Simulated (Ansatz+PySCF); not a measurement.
doublet C₂H₃N₂: levels of theory in one basis

```xyz
7

H    -2.4493   -0.0167    0.2394
N    -1.5484   -0.3475   -0.0701
C    -0.4922    0.5364    0.0137
C     0.8268    0.1088    0.0011
N     1.8897   -0.2363    0.0037
H    -1.3636   -1.3161    0.1449
H    -0.7189    1.5922   -0.0086
```

Basis set: cc-pVTZ (spherical functions). Frozen core: 4 orbitals. Correlation on ROHF uses semicanonical orbitals with singles. Charge 0, multiplicity 2.

Computed with Ansatz (development build ahead of 0.2.0) and PySCF 2.14.0; each method stands on the lowest determinant of its kind that the runs found.

```json
{"method": "ROHF", "E − E(ROHF) (eV)": "0.00", "<S²> of the determinant": "0.75"}
{"method": "UHF", "E − E(ROHF) (eV)": "-0.26", "<S²> of the determinant": "0.83"}
{"method": "ROHF-MP2", "E − E(ROHF) (eV)": "-18.87", "<S²> of the determinant": "–"}
```

Q: What does UHF-MP2 give on the same scale?

A: -18.65 eV.

Caution for ROHF-MP2, UHF-MP2: forces differ strongly between restricted and unrestricted references.
